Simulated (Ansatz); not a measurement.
1T (CdI2-type) TiTe2

All values below come from r²SCAN+rVV10 (PAW; Ansatz, a quantum-chemistry and plane-wave program).

Cell: relaxed at this level.

- interlayer binding energy = 22.5 meV/Å²
- layer repeat distance = 6.591 Å
- gap between the layers = 3.202 Å

Spin–orbit coupling is not included.
